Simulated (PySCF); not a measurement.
Thiophene, C₄H₄S, SMILES c1ccsc1, point group C2v.

Level: B3LYP/pcSseg-1 in PySCF (density fitting, grid level 2); geometry and Hessian at that level, cubic constants and property derivatives from steps of ±0.6 along each species' dimensionless normal coordinates, second-order vibrational perturbation theory. The parent has the commonest isotopes.

Equilibrium geometry (Å):

```tsv
atom	x	y	z
C1	0.7618	-0.6500	-0.0393
C2	-0.6593	-0.7383	0.0684
C3	-1.2651	0.4851	0.0618
S4	-0.1088	1.7714	-0.0766
C5	1.2045	0.6385	-0.1255
H6	1.4243	-1.5094	-0.0520
H7	-1.2052	-1.6728	0.1475
H8	-2.3222	0.7085	0.1298
H9	2.2242	0.9909	-0.2149
```

Question: Give the equilibrium and ground-state rotational constants (MHz) of parent; ²H at 6; ²H at 8.

Answer: 
| species | Ae | Be | Ce | A0 | B0 | C0 | Δ0 (u Å²) | harmonic ZPE (cm⁻¹) |
| --- | --- | --- | --- | --- | --- | --- | --- | --- |
| parent | 7994.8 | 5353.5 | 3206.4 | 7934.3 | 5323.6 | 3184.4 | 0.079 | 14577 |
| ²H at 6 | 7810.6 | 5077.7 | 3077.2 | 7752.2 | 5049.9 | 3056.5 | 0.078 | 13875 |
| ²H at 8 | 7389.6 | 5349.9 | 3103.2 | 7336.6 | 5319.7 | 3082.2 | 0.079 | 13883 |

Δ0 = Ic − Ia − Ib from the ground-state constants.

Question: How is the parent's vibrational correction B0 − Be made up?

Answer: 
```json
{"axis": "a", "harmonic": "10.1", "Coriolis": "-4.75", "cubic": "-65.8", "total (MHz)": "-60.5"}
{"axis": "b", "harmonic": "6.04", "Coriolis": "-1.84", "cubic": "-34.1", "total (MHz)": "-29.9"}
{"axis": "c", "harmonic": "1.19", "Coriolis": "-0.412", "cubic": "-22.8", "total (MHz)": "-22"}
```

Question: And its quartic centrifugal distortion constants from the harmonic force field?

Answer: Asymmetric top, A reduction, Ir representation: ΔJ = 0.804 kHz, ΔJK = -0.158 kHz, ΔK = 2.19 kHz, δJ = 0.297 kHz, δK = 0.912 kHz.
